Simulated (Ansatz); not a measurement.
## ZnPt: computed properties

All numbers below come from Ansatz 0.2.0, DFT r2SCAN, scalar-relativistic, plane waves, PAW.

Plane waves to 500 eV, a k mesh through Γ of 14×14×12 on the computed 2-atom cell and Gaussian smearing (0.10 eV); no spin polarisation.

The structure is relaxed at this level of theory with its symmetry kept. Whether it is the stable form of this composition wasn't checked.

```xyz
2
Lattice="2.8548 0.0000 0.0000 0.0000 2.8548 0.0000 0.0000 0.0000 3.4711" Properties=species:S:1:pos:R:3 pbc="T T T"
Zn    1.4274    1.4274    1.7355
Pt    0.0000    0.0000    0.0000
```

- Space group: P4/mmm (No. 123)
- Volume per atom: 14.14 Å³
- Formation energy from the elements' standard states (uncorrected): -0.632 eV/atom
- Generalised Kohn–Sham band gap: none (metal)
- Density of states at the Fermi level: 0.41 states/eV per cell
- Bulk modulus: 196 GPa
- Its pressure derivative: 5.2
- Bader charges (e): Zn (1 in the cell) 0.67, Pt (1 in the cell) -0.67

Spin-orbit coupling is left out, which matters for the bands of heavy elements.

Cost: 9 runs of about 12 core-minutes in all, on Arm Neoverse V1 (shared hosts).